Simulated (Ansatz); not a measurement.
Ansatz (a quantum-chemistry and plane-wave program) input (PBE0/def2-TZVPD):

Ansatz 0.2 input:
```yaml
crystal:
  periodic: [false, false, false]
  atoms:
    - {symbol: C, position_ang: [-0.04018470, 1.15654088, 0.00773656]}
    - {symbol: S, position_ang: [-0.05235919, -0.66642908, -0.00484680]}
    - {symbol: H, position_ang: [1.27920297, -0.84038919, 0.00081397]}
    - {symbol: H, position_ang: [-1.08380254, 1.46636619, 0.00449144]}
    - {symbol: H, position_ang: [0.43713012, 1.54268855, 0.90584820]}
    - {symbol: H, position_ang: [0.44632472, 1.55495443, -0.88002423]}
basis:
  gaussian:
    orbitals: def2-TZVPD
hamiltonian:
  xc: {name: PBE0}
output: {forces: true}
```

End of the output:

```
mean field evaluation 2: about -11927.8994 eV, gradient 4.5e1 eV
mean field evaluation 4: about -11933.1780 eV, gradient 1.1e0 eV
mean field evaluation 8: about -11933.1977 eV, gradient 2.7e-1 eV
mean field evaluation 16: about -11933.1978 eV, gradient 3.2e-5 eV
mean field -11933.19782146 eV, -438.5369313266 hartree, gradient 3.2e-5 eV, S^2 0.000000; 0 other end points of the search recorded, 0 dependent functions left out
the calculation of the forces begins
reference -11933.19785847 eV, -438.5369326868 hartree; 13, 13 occupied and 106, 106 virtual orbitals, 693 factors
Total energy: -11933.19785847 eV, -438.5369326868 hartree
Atom 0 at    -0.040185     1.156541     0.007737 Å, force     0.013405    -0.301742    -0.002003 eV/Å
Atom 1 at    -0.052359    -0.666429    -0.004847 Å, force     0.026295     0.307608     0.002248 eV/Å
Atom 2 at     1.279203    -0.840389     0.000814 Å, force    -0.026602     0.008268    -0.000080 eV/Å
Atom 3 at    -1.083803     1.466366     0.004491 Å, force    -0.038842    -0.001900    -0.000213 eV/Å
Atom 4 at     0.437130     1.542689     0.905848 Å, force     0.012684    -0.006367     0.036410 eV/Å
Atom 5 at     0.446325     1.554954    -0.880024 Å, force     0.013059    -0.005867    -0.036362 eV/Å
Dipole moment:     0.147499     0.293861     0.002778 e Å
```
